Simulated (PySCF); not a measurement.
Compound: difluoroacetonitrile, C2HF2N.
Numbering: `[N:1]#[C:2][CH:3]([F:4])[F:5]` (hydrogens: H6 on C3)

Geometry (PBE0-D3(BJ)/def2-TZVP, Å), atoms numbered from 1 in this order:
```
atom  x, y, z in Å
N1     2.1448    0.2407   -0.0360
C2     1.0060    0.1054   -0.0203
C3    -0.4649   -0.0057   -0.0020
F4    -0.8789   -0.6936   -1.0806
F5    -0.8548   -0.6623    1.1050
H6    -0.9283    0.9857   -0.0109
```

Computed with PySCF at wB97X-D/pcSseg-2, non-relativistic, on one gas-phase PBE0-D3(BJ)/def2-TZVP geometry that isn't relaxed in the solvent. The solvent is an IEF-PCM continuum (van der Waals radii × 1.2). Only the electrostatic response of the medium enters.

Gas phase at wB97X-D/pcSseg-2: HOMO -12.67 eV, LUMO 1.17 eV, dipole 2.51 D.

Problem. What does the continuum do to the energy, the frontier levels and the dipole at wB97X-D/pcSseg-2 in chloroform?

Solution. 
| solvent | ε | E(solvent) − E(gas) (kcal/mol) | polarisation term (kcal/mol) | distortion of the solute (kcal/mol) | HOMO (eV) | LUMO (eV) | dipole (D) |
| --- | --- | --- | --- | --- | --- | --- | --- |
| chloroform | 4.711 | -3.71 | -4.24 | 0.53 | -12.57 | 1.29 | 3.00 |

The first energy column is the sum of the next two and covers electrostatics alone.

Problem. Which radius a makes the point-dipole formula ΔE = −[(ε − 1)/(2ε + 1)]·μ²/a³ give the value in chloroform, with the gas-phase dipole?

Solution. μ = 0.989 au and |ΔE| = 0.00591 Eh give a = 2.06 Å; the farthest nucleus lies 2.16 Å from the centroid of the nuclei, so such a sphere wouldn't even hold the nuclei. The formula assumes a rigid point dipole at the centre of a sphere.

Problem. Give the dipole vector in the frame of the coordinates (D, pointing from negative to positive charge), gas and chloroform.

Solution. Gas (-2.17, 1.27, 0.01), solvent (-2.61, 1.47, 0.01). Its length changes by +19 % and its direction by less than 1°.

wB97X-D is run here without its empirical dispersion term; that term would change no orbital, density or response property at a fixed geometry.
